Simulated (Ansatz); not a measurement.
**Relaxing Rb2Re**

These are results of Ansatz, DFT PBE, scalar-relativistic, plane waves, PAW, not measurements. Cutoff 420 eV, Γ-centred k mesh, Gaussian smearing, no spin polarisation in the final step.

This is the end of a relaxation of cell and atoms.

```
Rb Re
1.0
     6.13948    0.00000    0.00000
    -3.06974    5.31694    0.00000
     0.00000    0.00000    2.85721
Rb Re
2 1
Cartesian
  0.0000 3.5446 1.4286
  3.0697 1.7723 1.4286
  0.0000 0.0000 0.0000
```

Energies over the elements count from the elements' standard structures at the same level, with no empirical corrections.

Task: What space group does it have?

Result: P6/mmm (No. 191). Conventional cell: a = 6.139 Å, c = 2.857 Å. Rb has 2 Rb at 2.86 Å; Re is coordinated by 2 Re at 2.86 Å.

Task: What is its formation energy per atom?

Result: 1.87 eV/atom.

Task: Is it a metal?

Result: Yes, bands cross the Fermi level on the 12×12×16 mesh.

The final run used a 12×12×16 mesh on its 3-atom cell and 0.10 eV smearing. The k mesh leaves about 4 meV/atom of noise in metals. Spin–orbit coupling is left out. The cell came from a trial start, so Rb2Re may not exist in this structure.

Cost: 4 runs of about 2.5 core-minutes in all, on Arm Neoverse V1 (shared hosts).